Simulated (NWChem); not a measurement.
# dimethyl ether (C2H6O); SMILES COC

```xyz
9

C      1.1611     0.0000     0.1847
O      0.0000     0.0000    -0.5811
C     -1.1611     0.0000     0.1847
H      1.2330    -0.8952     0.8362
H      1.2330     0.8952     0.8362
H      2.0215     0.0000    -0.4996
H     -1.2330    -0.8952     0.8362
H     -2.0215     0.0000    -0.4996
H     -1.2330     0.8952     0.8362
```
Atoms are numbered in this order, from 1.

All runs: NWChem. Pople sets run with spherical d functions. All runs use the structure optimised with PBE0/def2-SVP. Isolated, static molecule.

GIAO at B3LYP/6-311G**: principal shieldings of C1 are 91.5, 94.3, 181.2 ppm; an isolated tetramethylsilane molecule has σ = 183.0 ppm at the same levels.

**Question.** Find the isotropic 13C shift, its principal values, the span and the skew.

**Answer.** 
1. σ(iso) = one third of the sum = 122.3 ppm.
2. δ = σ(reference) − σ = 60.7 ppm against tetramethylsilane.
3. δ11, δ22, δ33 = 91.5, 88.7, 1.8 ppm.
4. Span Ω = δ11 − δ33 = 89.7 ppm; skew κ = 3(δ22 − δ(iso))/Ω = 0.94.
